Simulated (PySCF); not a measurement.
NMR data simulated for an unnamed compound:

1H NMR (300 MHz, computed): δ 3.35 (sept, 1H), 0.97 (d, 6H), 0.69 (br s, 2H).

13C{1H} NMR (computed): δ 47.8 (CH), 27.2 (CH3).

- PBE0-D3(BJ)/def2-TZVP structure
- GIAO B97-2/pcSseg-2 shieldings
- code: PySCF 2.14.0 with density-fitted response routines
- a single conformation, equivalent nuclei averaged, non-relativistic, isolated molecule

Referencing at the same level of theory: 1H, 13C vs TMS.

Which of these does the molecule contain: an S-methyl group, an NH or NH2 group, an aldehyde, an ester, a (CH3)2CH unit?

Answers


- An S-methyl group: no.
- An NH or NH2 group: yes (δH 0.69 (br s)).
- An aldehyde: no.
- An ester: no.
- A (CH3)2CH unit: yes (δC 27.2, 47.8; δH 0.97 (d), 3.35 (sept)).

The data belong to `CC(C)N`, C3H9N; they needn't prove each group on their own.

Carbon signals by region: 2 below 50 ppm.

OH and NH positions are those of a molecule without intermolecular hydrogen bonds; in solution they move with solvent, concentration and temperature, and exchange usually removes their couplings. Shifts are as computed. Against solution values, carbons near 30 ppm lie about +3 ppm off and those near 130 ppm about +7 ppm. Of 1309 compounds with measured shifts, 239 miss one by over three times the rms of a fit or turn the order of signals round; such compounds aren't used in these exercises. No couplings were computed; multiplicities are counted from neighbouring protons, with m where these are inequivalent, close in shift, in a saturated or five-membered ring or joined by F or P, and br s for small geminal =CH2 splittings.
